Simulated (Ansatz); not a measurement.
Start from `OCC#CF` and change one atom or group to get `C#CCO`.

Ansatz, PBE0-D4/def2-TZVP geometries, multiplicity 1. Each molecule was computed in one conformer, which needn't be the lowest.

| property | `OCC#CF` |
| --- | --- |
| ideal-gas entropy at 298 K and 1 bar (rigid rotor, harmonic PBE0-D4/def2-TZVP) / J/(mol·K) | 308 |
| HOMO energy (B3LYP/def2-TZVPP) / eV | -7.59 |
| LUMO energy (ωB97M-V/def2-TZVPP) / eV | 2.27 |
| HOMO energy (PBE/def2-TZVPP) / eV | -6.38 |
| zero-point energy (PBE0-D4/def2-TZVP) / kJ/mol | 143.8 |
| HOMO energy (PBE0/def2-TZVPP) / eV | -7.81 |

(1) What does the change do to each property? (Estimate.)

Results:

(1) Ansatz gave: 
```json
{"property": "ideal-gas entropy at 298 K and 1 bar (rigid rotor, harmonic PBE0-D4/def2-TZVP) / J/(mol·K)", "`C#CCO`": "285", "shift": "-23"}
{"property": "HOMO energy (B3LYP/def2-TZVPP) / eV", "`C#CCO`": "-7.67", "shift": "-0.08"}
{"property": "LUMO energy (ωB97M-V/def2-TZVPP) / eV", "`C#CCO`": "2.19", "shift": "-0.08"}
{"property": "HOMO energy (PBE/def2-TZVPP) / eV", "`C#CCO`": "-6.48", "shift": "-0.10"}
{"property": "zero-point energy (PBE0-D4/def2-TZVP) / kJ/mol", "`C#CCO`": "161.3", "shift": "17.5"}
{"property": "HOMO energy (PBE0/def2-TZVPP) / eV", "`C#CCO`": "-7.89", "shift": "-0.08"}
```

With PBE0 the HOMO falls by 0.08 eV and the LUMO falls by 0.29 eV, so the gap narrows by about 0.21 eV. PBE moves the HOMO by -0.10 eV and ωB97M-V by -0.09 eV.

B3LYP here is the variant with VWN-RPA as its local correlation; programs differ in this.
